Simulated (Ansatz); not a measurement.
# OF (Oxygen monofluoride) at UB3LYP/6-31G(d) (spherical functions)

Aim: the vertical doublet–quartet gap of OF (Oxygen monofluoride) at UB3LYP/6-31G* (spherical functions), from 2 runs. 

Program for the calculation: Ansatz 0.2.0.

38 further runs of the same task are left out: 38 set aside as unsound or not needed.

### 1 The structure to begin with

OF has 2 atoms, charge 0, and is taken as a doublet. As SMILES, `[O]F`. Geometry: relaxed at PBE0-D4/def2-TZVP.

Bond lengths: O1–F2 1.330 Å.

### 2 The energy at UB3LYP/6-31G(d) (spherical functions)

File job.yaml:

```yaml
crystal:
  periodic: [false, false, false]
  atoms:
    - {symbol: O, position_ang: [0.000000, 0.000000, -0.015950]}
    - {symbol: F, position_ang: [-0.000000, -0.000000, 1.314400]}
basis:
  gaussian: {orbitals: 6-31G_st_-spherical.json}
magnetization: {spin_polarized: true, initial_magnetization: 1}
output: {orbitals: {seedname: orbitals}}
hamiltonian: {xc: {name: B3LYP}}
accuracy: high
```

The basis set 6-31G* is read from a file made from the Basis Set Exchange's data (not shown).

Run with:

```sh
$ ansatz run job.yaml --threads 1 --pin off --max-ram 3480MiB --events-out events.jsonl --progress --plain --runs-dir runs
```

Log:

```text
Warning: RAYON_NUM_THREADS=1 ignored (pool sized by the plan → 1); use --threads N
Functional definition: B3LYP
  name "B3LYP"
  parameter a0 = 0.2
  parameter ax = 0.72
  parameter ac = 0.81
  exchange = (1 - a0 - ax)*slater_x + ax*b88_x + a0*exact_x
  correlation = (1 - ac)*vwn_rpa_c + ac*lyp_c
474 factors; integrals over basis functions are off by at most 2.6e-9 eV
mean field evaluation 1: about -4757.5572 eV, gradient 1.3e1 eV
mean field evaluation 2: about -4756.4445 eV, gradient 2.4e1 eV
mean field evaluation 4: about -4758.2894 eV, gradient 1.1e0 eV
mean field evaluation 8: about -4758.3477 eV, gradient 1.9e-2 eV
mean field evaluation 16: about -4758.3477 eV, gradient 1.6e-6 eV
mean field -4758.34768010 eV, -174.8660519197 hartree, gradient 3.0e-8 eV, S^2 0.752335; 0 other end points of the search recorded, 0 dependent functions left out
reference -4758.34769230 eV, -174.8660523683 hartree; 9, 8 occupied and 19, 20 virtual orbitals, 474 factors
Total energy: -4758.34769230 eV, -174.8660523683 hartree
```

Run time: 1.3 s. Hardware: 1 thread of Arm Neoverse V1, shared host; peak memory 0.095 GiB.

### 3 The quartet at the same level

File molecule.yaml:

```yaml
crystal:
  periodic: [false, false, false]
  atoms:
    - symbol: O
      position_ang: [0.000000, 0.000000, -0.015950]
    - symbol: F
      position_ang: [-0.000000, -0.000000, 1.314400]
basis:
  gaussian:
    orbitals: 6-31G_st_-spherical.json
magnetization:
  spin_polarized: true
  initial_magnetization: 3
hamiltonian:
  xc: {name: B3LYP}
accuracy: high
output: {orbitals: {seedname: orbitals}}
```

The basis set 6-31G* is read from a file made from the Basis Set Exchange's data (not shown).

Run with:

```sh
$ ansatz run molecule.yaml --threads 1 --pin off --max-ram 3480MiB --events-out events.jsonl --progress --plain --runs-dir runs
```

Log:

```text
Warning: RAYON_NUM_THREADS=1 ignored (pool sized by the plan → 1); use --threads N
Functional definition: B3LYP
  name "B3LYP"
  parameter a0 = 0.2
  parameter ax = 0.72
  parameter ac = 0.81
  exchange = (1 - a0 - ax)*slater_x + ax*b88_x + a0*exact_x
  correlation = (1 - ac)*vwn_rpa_c + ac*lyp_c
474 factors; integrals over basis functions are off by at most 2.6e-9 eV
mean field evaluation 1: about -4753.2356 eV, gradient 1.2e1 eV
mean field evaluation 2: about -4752.1557 eV, gradient 2.2e1 eV
mean field evaluation 4: about -4753.8807 eV, gradient 2.1e0 eV
mean field evaluation 8: about -4753.9989 eV, gradient 7.3e-2 eV
mean field evaluation 16: about -4753.9989 eV, gradient 1.2e-6 eV
mean field -4753.99890304 eV, -174.7062373106 hartree, gradient 1.8e-8 eV, S^2 3.757019; 0 other end points of the search recorded, 0 dependent functions left out
reference -4753.99891510 eV, -174.7062377537 hartree; 10, 7 occupied and 18, 21 virtual orbitals, 474 factors
Total energy: -4753.99891510 eV, -174.7062377537 hartree
```

It took 1.1 s on 1 thread of Arm Neoverse V1, shared host; peak memory 0.095 GiB.

### 4 What came out

Level: UB3LYP/6-31G* (spherical functions).

```
                                        quantity          value
                           doublet: total energy  -174.86605 Eh
     doublet: HOMO energy (highest over α and β)       -8.29 eV
      doublet: LUMO energy (lowest over α and β)       -4.69 eV
                                   doublet: ⟨S²⟩          0.752
                           quartet: total energy  -174.70624 Eh
     quartet: HOMO energy (highest over α and β)       -3.57 eV
                                   quartet: ⟨S²⟩          3.757
vertical energy of the quartet above the doublet       4.349 eV
```

What this shows: At this shape the quartet lies 4.35 eV (420 kJ/mol) above the doublet.
